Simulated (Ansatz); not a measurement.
```yaml
crystal:
  periodic: [true, true, true]
  atoms:
    - {symbol: F, position_ang: [0.674971, -0.254295, 1.788287]}
    - {symbol: C, position_ang: [0.152123, 0.741663, 1.053547]}
    - {symbol: O, position_ang: [-0.660970, 0.325183, 0.064281]}
    - {symbol: C, position_ang: [-0.089158, -0.490550, -0.909305]}
    - {symbol: F, position_ang: [0.591158, 0.270115, -1.815650]}
    - {symbol: H, position_ang: [-0.273158, 1.539984, 1.654174]}
    - {symbol: H, position_ang: [0.612085, -1.203944, -0.470628]}
    - {symbol: H, position_ang: [-0.914852, -0.985353, -1.420507]}
basis:
  gaussian: {orbitals: "6-31G*"}
magnetization: {spin_polarized: true, initial_magnetization: 1}
hamiltonian: {xc: {name: B2GP-PLYP}}
output: {forces: true}
```

```sh
$ ansatz run in.yaml --threads 4 --pin off --events-out ev --progress --plain --max-ram 10444MiB
```

It prints (some lines left out):

```
Error: YAML parse error: error: line 2 column 3: crystal: missing field `lattice` (a structure is typed as `lattice` and `atoms`, a molecule's as `atoms` in Å alone, or read from a run's directory, `checkpoint`)
 --> <input>:2:3
1 | crystal:
2 |   periodic: [true, true, true]
3 |   atoms:
4 |     - {symbol: F, position_ang: [0.674971, -0.254295, 1.788287]}
```

(1) What is wrong with this run?

Results:

(1) The molecule is marked periodic without a cell. The input was rejected before any iteration.
